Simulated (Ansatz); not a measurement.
A calculation with Ansatz (development build ahead of 0.2.0).

```yaml
crystal:
  periodic: [false, false, false]
  atoms:
    - { symbol: C, position_ang: [0.40099, -0.12715, -1.01327] }
    - { symbol: C, position_ang: [0.59931, -0.87664, 0.02277] }
    - { symbol: C, position_ang: [1.00587, -2.41309, 2.14665] }
basis:
  gaussian: { orbitals: STO-3G }
hamiltonian:
  xc: hf
correlation:
  method: fci
  frozen_orbitals: { C: 1 }
```

The input is written out in the form of the current development build from the run's settings.

Output:

| Item | Value |
| --- | --- |
| Converged | yes |
| Reference energy | -111.52820 hartree |
| Correlation energy | -0.35097 hartree |
| Total energy | -111.87917 hartree |
| State | lowest singlet root, of any spatial symmetry |
